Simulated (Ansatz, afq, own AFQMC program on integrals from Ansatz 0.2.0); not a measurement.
# AlNH3, quartet in cc-pVDZ, levels against CCSDT(Q)

```yaml
atoms:
  - { symbol: Al, position_ang: [0.0000, -0.1040, 0.6488] }
  - { symbol: N, position_ang: [0.0000, 0.0875, -1.1147] }
  - { symbol: H, position_ang: [0.0000, 1.2565, 1.4988] }
  - { symbol: H, position_ang: [0.0000, 0.9771, -1.5913] }
  - { symbol: H, position_ang: [0.0000, -0.6657, -1.7833] }
```

Connectivity, by distances: AlH–NH2.

Basis cc-pVDZ. Only valence electrons are correlated. Ansatz 0.2.0 and our own AFQMC program on the same integrals; the CISD trial comes from CCSD amplitudes, and released means the phaseless constraint is let go. Uncertainties: one standard error, sampling alone.

Determinant: UHF, the one that the program's search chose, which needn't be the lowest solution. The geometry is a PBE0/def2-TZVP stationary point of this or a neighbouring charge and spin state.

No full CI on the walks' own integrals is used here; CCSDT(Q) serves as the reference and is uncertain by about the last step of the cluster series.

Cautions: another spin lies lower (by 4.75 eV); the released energies are still falling, so no released level is given (meV from the phaseless value at times in 1/Eh: -1.9 ± 1.9 at 0.24, -1.9 ± 1.8 at 0.51, -4.0 ± 1.8 at 0.99, -6.9 ± 2.2 at 1.62, -9 ± 3 at 2.40), though the last usable value meets CCSDT(Q) within the noise.

```
T1 diagnostic                               : 0.0126
weight of the determinant in the CISD state : 0.909
⟨S²⟩ of the determinant                     : 3.761
size of the correlated space                : 11 electrons in 41 orbitals
```

Reference: CCSDT(Q), correlation energy -5.939 eV.

```
        level  E − E(reference) (mEh)  share of correlation (%)
           HF                  218.26                      0.00
          MP2                   36.07                     83.47
         CCSD                    5.02                     97.70
      CCSD(T)                    1.00                     99.54
        CCSDT                    0.25                     99.89
  ph-AFQMC/HF             0.20 ± 0.80                     99.91
ph-AFQMC/CISD             0.20 ± 0.08                     99.91
```

A walk keeps the symmetry of its determinant, which the program's search chose and which needn't be the lowest solution, so a lower state of the same spin and another symmetry isn't excluded.
